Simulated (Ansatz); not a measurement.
hcp Ti was calculated with BLYP in Ansatz (PAW).

Numerical settings: plane-wave cutoff 520 eV, 24×24×12 k mesh (along the axes of the cell as run), Fermi–Dirac smearing 0.05 eV, no spin polarisation, scalar-relativistic PAW data made under PBE.

Cell (relaxed at this level):

```cif
data_Ti2
_chemical_formula_sum 'Ti2'
_space_group_name_H-M_alt 'P 1'
_space_group_IT_number 1
_cell_length_a 2.96197
_cell_length_b 2.96197
_cell_length_c 4.68283
_cell_angle_alpha 90.000
_cell_angle_beta 90.000
_cell_angle_gamma 120.000
loop_
_space_group_symop_operation_xyz
  'x, y, z'
loop_
_atom_site_label
_atom_site_type_symbol
_atom_site_fract_x
_atom_site_fract_y
_atom_site_fract_z
_atom_site_occupancy
Ti1 Ti 0.33333 0.66667 0.25000 1
Ti2 Ti 0.66667 0.33333 0.75000 1
```

Problem. Give the computed bulk modulus and pressure derivative B′ of the bulk modulus.

Solution. 
* **bulk modulus**: 105 GPa
* **pressure derivative B′ of the bulk modulus**: 3.7

The run finds no gap.

Measured, for comparison: bulk modulus 108 GPa (zero-point energy and finite temperature contributions removed; as tabulated in doi:10.1021/acs.jctc.3c00612). Computed (rounded) less measured: bulk modulus -3 %.

Note: the bulk modulus comes from volumes at which shape and atoms were relaxed.

Static lattice: no zero-point or thermal effects.

Ansatz is a first-principles code.
